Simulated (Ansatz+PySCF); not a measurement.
Values are calculated unless marked as measured or tabulated.
## Ansatz (development build ahead of 0.2.0) run

```yaml
crystal:
  periodic: [false, false, false]
  atoms:
    - { symbol: C, position_ang: [-0.01255, -0.3799, -0.05393] }
    - { symbol: O, position_ang: [-0.00303, -0.37363, 1.05192] }
    - { symbol: O, position_ang: [-0.01536, 0.65847, -0.94791] }
    - { symbol: H, position_ang: [-0.01999, -1.29387, -0.68475] }
    - { symbol: H, position_ang: [-0.03995, 1.415, -0.34512] }
basis:
  gaussian: { orbitals: def2-SVP }
hamiltonian:
  xc: pbe0
output:
  forces: true
```

The input is written out in the form of the current development build from the run's settings.

Results

- Converged: yes
- Total energy: -189.39655 hartree
- Spin squared of the determinant: 0.000
- Stability test: minimum among restricted orbitals

Forces (eV/Å):
```csv
atom,Fx,Fy,Fz
C1,-0.053,-1.038,-11.748
O2,0.065,0.945,10.608
O3,-0.058,-0.263,1.572
H4,0.011,-0.340,-0.136
H5,0.035,0.696,-0.296
```
